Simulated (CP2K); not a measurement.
**C2H4ClF (1-chloro-2-fluoroethane) at 3 levels**

We compute a comparison of 3 runs (Pade/SZV-MOLOPT-SR-GTH, B3LYP/6-31G*, revPBE-D3(BJ)/TZV2P-MOLOPT-PBE-GTH) of C2H4ClF (1-chloro-2-fluoroethane). 

The calculation is run with CP2K 2026.2.

## Step 1: The structure to begin with

C2H4ClF has 8 atoms, charge 0, and is taken as a singlet. As SMILES, `FCCCl`. The coordinates come from a PBE0-D4/def2-TZVP relaxation. This is one conformer, not always the lowest.

Bond lengths: F1–C2 1.375 Å, C2–C3 1.501 Å, C3–Cl4 1.778 Å, C2–H5 1.093 Å, C2–H6 1.096 Å, C3–H7 1.090 Å, C3–H8 1.091 Å. Some angles: F1–C2–C3 110.9°, C2–C3–Cl4 112.2°, F1–C2–H5 108.3°, F1–C2–H6 108.0°, C3–C2–H5 111.2°, C3–C2–H6 109.0°, C2–C3–H7 110.7°, C2–C3–H8 109.7°, Cl4–C3–H7 107.4°, Cl4–C3–H8 107.5°.

## Step 2: The energy at Pade/SZV-MOLOPT-SR-GTH (core potential) (run 1)

Contents of molecule.xyz:

```xyz
8

F     -1.336980     0.498150     1.030500
C     -0.143560     0.671020     0.368890
C      0.300450    -0.609920    -0.275720
Cl    -0.759330    -1.087620    -1.620890
H     -0.273910     1.462220    -0.374180
H      0.609620     0.981160     1.102570
H      0.296790    -1.425630     0.446820
H      1.306920    -0.489380    -0.677980
```

Contents of molecule.inp:

```
&force_eval
 method Quickstep
 &dft
  basis_set_file_name BASIS_MOLOPT
  potential_file_name GTH_POTENTIALS
  &qs
   method GPW
   eps_default 1.0E-10
  &end
  # plane-wave cutoff in Ry
  &mgrid
   cutoff 400
   rel_cutoff 50
   ngrids 4
  &end
  &poisson
   periodic NONE
   poisson_solver WAVELET
  &end
  # SCF settings
  &scf
   scf_guess ATOMIC
   eps_scf 1.0E-06
   max_scf 80
   added_mos 3
   &diagonalization
    algorithm STANDARD
   &end
   &mixing
    method DIRECT_P_MIXING
    alpha 0.4
   &end
  &end
  # functional
  &xc
   &xc_functional PADE
   &end
  &end
  &print
   &moments
    periodic F
    reference COM
    max_moment 1
   &end
   &mo ON
    energies T
    occupation_numbers T
    ndigits 6
    &each
     qs_scf 0
    &end
    add_last NUMERIC
   &end
   &hirshfeld OFF
   &end
  &end
 &end
 # atoms, cell and kinds
 &subsys
  # vacuum box
  &cell
   abc 12.9 12.9 12.9
   periodic NONE
  &end
  &topology
   coord_file_name molecule.xyz
   coord_file_format XYZ
   &center_coordinates
   &end
  &end
  &kind F
   basis_set SZV-MOLOPT-SR-GTH-q7
   potential GTH-PADE-q7
  &end
  &kind C
   basis_set SZV-MOLOPT-SR-GTH-q4
   potential GTH-PADE-q4
  &end
  &kind Cl
   basis_set SZV-MOLOPT-SR-GTH-q7
   potential GTH-PADE-q7
  &end
  &kind H
   basis_set SZV-MOLOPT-SR-GTH-q1
   potential GTH-PADE-q1
  &end
 &end
&end

&global
 project molecule
 run_type ENERGY
 print_level MEDIUM
&end
```

Launch:

```
OMP_NUM_THREADS=1 cp2k.psmp molecule.inp > molecule.out
```

Output:

```text
CP2K| version string:                                       CP2K version 2026.2
[...]
 GLOBAL| Method name                                                        CP2K
[...]
 GLOBAL| Run type                                                         ENERGY
[...]
 DFT| Spin restricted Kohn-Sham (RKS) calculation                            RKS
 DFT| Multiplicity                                                             1
[...]
 DFT| Charge                                                                   0
[...]
 FUNCTIONAL| PADE:
 QS| Method:                                                                 GPW
[...]
 QS| Density cutoff [a.u.]:                                                200.0
[...]
 QS| Relative density cutoff [a.u.]:                                        25.0
[...]
                             - Atoms:                                          8
[...]
                             - Spherical basis functions:                     20
[...]
 Number of electrons:                                                         26
[...]
     1 P_Mix/Diag. 0.40E+00    4.2     1.37807030       -52.0552971858 -5.21E+01
[...]
    12 DIIS/Diag.  0.31E-06    3.2     0.00000041       -52.7850192540 -6.97E-11
  *** SCF run converged in    12 steps ***
[...]
  Overlap energy of the core charge distribution:               0.00000225885253
  Self energy of the core charge distribution:               -128.48805685663112
  Core Hamiltonian energy:                                     36.59671310959988
  Hartree energy:                                              51.45094038846327
  Exchange-correlation energy:                                -12.34461815424967
  Total energy:                                               -52.78501925396511
[...]
  Dipole moment [Debye]
    X=  0.3192261E+01 Y=  0.8134666E+00 Z=  0.5935632E+00  Total=      3.3473232
 ENERGY| Total FORCE_EVAL ( QS ) energy [hartree]            -52.785019253965110
[...]
```

It took 41 s on 1 thread of Intel Xeon Platinum 8259CL at 2.50GHz (Skylake/Cascade Lake), shared host; peak memory 1.3 GiB.

## Step 3: A single-point energy at B3LYP/6-31G(d) (spherical functions) (run 2)

Contents of calc.inp:

```
&GLOBAL
    PROJECT_NAME calc
    RUN_TYPE ENERGY
    PRINT_LEVEL MEDIUM
&END GLOBAL

&FORCE_EVAL
    METHOD Quickstep
    &DFT
        BASIS_SET_FILE_NAME ./6_31gs.basis
        POTENTIAL_FILE_NAME POTENTIAL
        &QS
            METHOD GAPW
            EPS_DEFAULT 1.0E-10
        &END QS
        # real-space grids
        &MGRID
            CUTOFF 280
            REL_CUTOFF 50
            NGRIDS 4
        &END MGRID
        &POISSON
            PERIODIC NONE
            POISSON_SOLVER WAVELET
        &END POISSON
        &SCF
            SCF_GUESS ATOMIC
            EPS_SCF 1.0E-06
            MAX_SCF 30
            &OT
                MINIMIZER DIIS
                PRECONDITIONER FULL_ALL
            &END OT
            &OUTER_SCF
                EPS_SCF 1.0E-06
                MAX_SCF 8
            &END OUTER_SCF
        &END SCF
        &XC
            &XC_FUNCTIONAL
                &HYB_GGA_XC_B3LYP
                &END HYB_GGA_XC_B3LYP
            &END XC_FUNCTIONAL
            # exact exchange
            &HF
                FRACTION 0.2
                &SCREENING
                    EPS_SCHWARZ 1.0E-10
                &END SCREENING
                &MEMORY
                    MAX_MEMORY 1050
                &END MEMORY
            &END HF
        &END XC
        # extra output
        &PRINT
            &MOMENTS
                PERIODIC F
                REFERENCE COM
                MAX_MOMENT 1
            &END MOMENTS
            &MO_CUBES
                NLUMO 3
                NHOMO -1
                WRITE_CUBE F
            &END MO_CUBES
            &LOWDIN ON
            &END LOWDIN
            &HIRSHFELD OFF
            &END HIRSHFELD
        &END PRINT
    &END DFT
    # structure
    &SUBSYS
        # vacuum box
        &CELL
            ABC 12.9 12.9 12.9
            PERIODIC NONE
        &END CELL
        &COORD
            SCALED T
            F    0.39752326   0.53719806   0.59997364
            C    0.49003643   0.55059884   0.54868605
            C    0.52445581   0.45130116   0.49871628
            Cl   0.44230233   0.41427016   0.39443953
            H    0.47993178   0.61193217   0.49108372
            H    0.54842248   0.57464070   0.60556047
            H    0.52417209   0.38806783   0.55472713
            H    0.60247674   0.46064535   0.46753333
        &END COORD
        &KIND F
            BASIS_SET 6-31Gs
            POTENTIAL ALL
            LEBEDEV_GRID 194
            RADIAL_GRID 100
        &END KIND
        &KIND C
            BASIS_SET 6-31Gs
            POTENTIAL ALL
            LEBEDEV_GRID 194
            RADIAL_GRID 100
        &END KIND
        &KIND Cl
            BASIS_SET 6-31Gs
            POTENTIAL ALL
            LEBEDEV_GRID 194
            RADIAL_GRID 100
        &END KIND
        &KIND H
            BASIS_SET 6-31Gs
            POTENTIAL ALL
            LEBEDEV_GRID 194
            RADIAL_GRID 100
        &END KIND
    &END SUBSYS
&END FORCE_EVAL
```

Launch:

```
OMP_NUM_THREADS=1 cp2k.psmp calc.inp > calc.out
```

Output:

```text
CP2K| version string:                                       CP2K version 2026.2
[...]
 GLOBAL| Method name                                                        CP2K
[...]
 GLOBAL| Run type                                                         ENERGY
[...]
 DFT| Spin restricted Kohn-Sham (RKS) calculation                            RKS
 DFT| Multiplicity                                                             1
[...]
 DFT| Charge                                                                   0
[...]
 FUNCTIONAL| HYB_GGA_XC_B3LYP:
[...]
 QS| Method:                                                                GAPW
[...]
 QS| Density cutoff [a.u.]:                                                140.0
[...]
 QS| Relative density cutoff [a.u.]:                                        25.0
[...]
                             - Atoms:                                          8
[...]
                             - Spherical basis functions:                     68
[...]
 Number of electrons:                                                         42
[...]
     1 OT DIIS     0.15E+00   10.1     0.38280242      -612.2132148541 -6.12E+02
[...]
    10 OT DIIS     0.15E+00    4.8     0.00000036      -638.6410392401 -3.50E-10
  *** SCF run converged in    10 steps ***
[...]
  Overlap energy of the core charge distribution:               0.00000343495741
  Self energy of the core charge distribution:               -367.27320515508740
  Core Hamiltonian energy:                                   -282.69940154062982
  Hartree energy:                                              91.66567281823365
  Exchange-correlation energy:                                -10.08641099535266
  Hartree-Fock Exchange energy:                                -9.88987497330788
[...]
  Dipole moment [Debye]
    X=  0.2490900E+01 Y=  0.7019232E+00 Z=  0.7212295E+00  Total=      2.6865311
[...]
 WARNING : did not converge in ot_eigensolver
 number of iterations          299  exceeded maximum
 current gradient / target gradient   1.3227159253803743E-005  /    1.0000000000000001E-005
[...]
 HOMO - LUMO gap [eV] :    8.986363
 ENERGY| Total FORCE_EVAL ( QS ) energy [hartree]           -638.641039240059513
[...]
```

It took 3.4 min on 1 thread of Intel Xeon Platinum 8259CL at 2.50GHz (Skylake/Cascade Lake), shared host; peak memory 1 GiB.

## Step 4: A single-point energy at revPBE-D3(BJ)/TZV2P-MOLOPT-PBE-GTH (core potential) (run 3)

Contents of qs.inp:

```
&global
    project_name qs
    run_type ENERGY
    print_level MEDIUM
&end global

&force_eval
    method Quickstep
    &dft
        basis_set_file_name BASIS_MOLOPT_UZH
        potential_file_name POTENTIAL_UZH
        &qs
            method GPW
            eps_default 1.0E-10
        &end qs
        &mgrid
            cutoff 400
            rel_cutoff 50
            ngrids 4
        &end mgrid
        &poisson
            periodic NONE
            poisson_solver WAVELET
        &end poisson
        &scf
            scf_guess ATOMIC
            eps_scf 1.0E-06
            max_scf 100
            added_mos 10
            &diagonalization
                algorithm STANDARD
            &end diagonalization
            &mixing
                method DIRECT_P_MIXING
                alpha 0.4
            &end mixing
        &end scf
        &xc
            &xc_functional
                &pbe
                    parametrization REVPBE
                &end pbe
            &end xc_functional
            &vdw_potential
                potential_type PAIR_POTENTIAL
                &pair_potential
                    type DFTD3(BJ)
                    parameter_file_name dftd3.dat
                    reference_functional revPBE
                    r_cutoff 15
                &end pair_potential
            &end vdw_potential
        &end xc
        &print
            &moments
                periodic F
                reference COM
                max_moment 1
            &end moments
            &mo ON
                energies T
                occupation_numbers T
                ndigits 6
                &each
                    qs_scf 0
                &end each
                add_last NUMERIC
            &end mo
            &hirshfeld OFF
            &end hirshfeld
        &end print
    &end dft
    &subsys
        &cell
            abc 12.9 12.9 12.9
            periodic NONE
        &end cell
        &coord
            F      5.128050     6.929855     7.739660
            C      6.321470     7.102725     7.078050
            C      6.765480     5.821785     6.433440
            Cl     5.705700     5.344085     5.088270
            H      6.191120     7.893925     6.334980
            H      7.074650     7.412865     7.811730
            H      6.761820     5.006075     7.155980
            H      7.771950     5.942325     6.031180
        &end coord
        &kind F
            basis_set TZV2P-MOLOPT-PBE-GTH-q7
            potential GTH-PBE-q7
        &end kind
        &kind C
            basis_set TZV2P-MOLOPT-PBE-GTH-q4
            potential GTH-PBE-q4
        &end kind
        &kind Cl
            basis_set TZV2P-MOLOPT-PBE-GTH-q7
            potential GTH-PBE-q7
        &end kind
        &kind H
            basis_set TZV2P-MOLOPT-PBE-GTH-q1
            potential GTH-PBE-q1
        &end kind
    &end subsys
&end force_eval
```

Launch:

```
OMP_NUM_THREADS=1 cp2k.psmp -i qs.inp -o qs.out
```

Output:

```text
CP2K| version string:                                       CP2K version 2026.2
[...]
 GLOBAL| Method name                                                        CP2K
[...]
 GLOBAL| Run type                                                         ENERGY
[...]
 DFT| Spin restricted Kohn-Sham (RKS) calculation                            RKS
 DFT| Multiplicity                                                             1
[...]
 DFT| Charge                                                                   0
[...]
 FUNCTIONAL| PBE:
[...]
 QS| Method:                                                                 GPW
[...]
 QS| Density cutoff [a.u.]:                                                200.0
[...]
 QS| Relative density cutoff [a.u.]:                                        25.0
[...]
                             - Atoms:                                          8
[...]
                             - Spherical basis functions:                    172
[...]
 Number of electrons:                                                         26
[...]
     1 P_Mix/Diag. 0.40E+00    6.8     0.78096400       -52.8481096734 -5.28E+01
[...]
    13 DIIS/Diag.  0.78E-06    5.7     0.00000098       -53.0565719243 -4.51E-12
  *** SCF run converged in    13 steps ***
[...]
  Overlap energy of the core charge distribution:               0.00000122821164
  Self energy of the core charge distribution:               -130.34360144209890
  Core Hamiltonian energy:                                     36.31524796836665
  Hartree energy:                                              53.57356912773048
  Exchange-correlation energy:                                -12.58841365050612
  Dispersion energy:                                           -0.01337515595621
  Total energy:                                               -53.05657192425248
[...]
  Dipole moment [Debye]
    X=  0.2464016E+01 Y=  0.6480579E+00 Z=  0.5593459E+00  Total=      2.6084906
 ENERGY| Total FORCE_EVAL ( QS ) energy [hartree]            -53.056571924252481
[...]
```

Run time: 77 s. Hardware: 1 thread of Intel Xeon Platinum 8259CL at 2.50GHz (Skylake/Cascade Lake), shared host; peak memory 1.5 GiB.

## Step 5: All runs side by side

```
run                                                level  core potential  scheme  energy (Eh)  dipole moment (D)  HOMO energy (eV)  LUMO energy (eV)  wall time
  1              Pade/SZV-MOLOPT-SR-GTH (core potential)        GTH-PADE     GPW   -52.785019               3.35             -6.29              1.62       41 s
  2                   B3LYP/6-31G* (spherical functions)            none    GAPW  -638.641039               2.69             -8.17              0.81    3.4 min
  3  revPBE-D3(BJ)/TZV2P-MOLOPT-PBE-GTH (core potential)         GTH-PBE     GPW   -53.056572               2.61             -7.10             -0.34       77 s
```

## Step 6: What came out

| quantity | value |
| --- | --- |
| run 3: total energy | -53.05657 Eh |
| run 3: dipole moment | 2.61 D |
| run 3: HOMO energy | -7.10 eV |
| run 3: LUMO energy | -0.34 eV |
| run 3: HOMO–LUMO gap | 6.76 eV |
| run 3: dispersion energy | -35.12 kJ/mol |

In words: The dipole moment (its size) runs from 2.61 D (revPBE-D3(BJ)/TZV2P-MOLOPT-PBE-GTH) to 3.35 D (Pade/SZV-MOLOPT-SR-GTH). The two ends differ in method and basis. The HOMO–LUMO gap runs from 6.76 eV (revPBE-D3(BJ)/TZV2P-MOLOPT-PBE-GTH) to 8.99 eV (B3LYP/6-31G*). The two ends differ in method and basis and core potential. Totals of different functionals can't be ranked against each other. Some runs of one species differ in core potentials or relativity; totals across that change don't compare. In run 1 the basis is minimal, so the values are rough. All runs together took 5.4 min, the longest 3.4 min.
